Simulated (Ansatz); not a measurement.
We consider Al2Se3 (Cc, No. 9), described by HSE06 (Ansatz, a quantum-chemistry and plane-wave program, plane waves, PAW).

Run with plane-wave cutoff 500 eV, 4×4×4 k mesh, gaussian smearing 0.02 eV, scalar-relativistic PAW data made under PBE.

Cell (relaxed with PBEsol):

```cif
data_Al8Se12
_chemical_formula_sum 'Al8 Se12'
_space_group_name_H-M_alt 'Cc'
_space_group_IT_number 9
_space_group_name_Hall 'C -2yc'
_cell_length_a 11.66737
_cell_length_b 6.70132
_cell_length_c 7.32357
_cell_angle_alpha 90.000
_cell_angle_beta 121.024
_cell_angle_gamma 90.000
loop_
_atom_site_label
_atom_site_type_symbol
_atom_site_symmetry_multiplicity
_atom_site_Wyckoff_symbol
_atom_site_fract_x
_atom_site_fract_y
_atom_site_fract_z
_atom_site_occupancy
Al1 Al 4 a 0.45881 0.09582 0.37216 1
Al2 Al 4 a 0.30009 0.56629 0.38449 1
Se1 Se 4 a 0.00731 0.08408 0.01240 1
Se2 Se 4 a 0.32254 0.08097 0.98516 1
Se3 Se 4 a 0.16134 0.39946 0.49579 1
```
(The calculation used a cell of 10 atoms; values per cell refer to that cell.)

Problem. What does this level give for the band gap?

Solution. 
- band gap: 2.91 eV (on the SCF k mesh)

Measured, for comparison: band gap 3.1 eV (temperature not stated, no zero-point or thermal correction, compiled measured gap; kind and temperature not stated; as tabulated in Kothakonda et al. (2022), arXiv:2208.02841).

Note: cell and atoms aren't relaxed at this level (pressure 0.4 GPa).

Spin–orbit coupling is not included.

Computed values are for the static lattice.
